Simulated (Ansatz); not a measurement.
## Ansatz (development build ahead of 0.2.0) run

```yaml
crystal:
  periodic: [false, false, false]
  atoms:
    - { symbol: C, position_ang: [0.0119, 0.03828, -0.55753] }
    - { symbol: O, position_ang: [0.08293, 0.04707, 0.67827] }
    - { symbol: H, position_ang: [-0.03188, -0.98241, -1.11993] }
    - { symbol: H, position_ang: [-0.03297, 0.85618, -1.1194] }
basis:
  gaussian: { orbitals: "6-31G" }
hamiltonian:
  xc: hf
correlation:
  method: mp2
  frozen_orbitals: { C: 1, H: 0, O: 1 }
```

The input is written out in the form of the current development build from the run's settings.

Results

```
Converged                       : yes
Reference energy                : -113.79669 hartree
Correlation energy              : -0.22060 hartree
Total energy                    : -114.01729 hartree
Spin squared of the determinant : 0.000
```
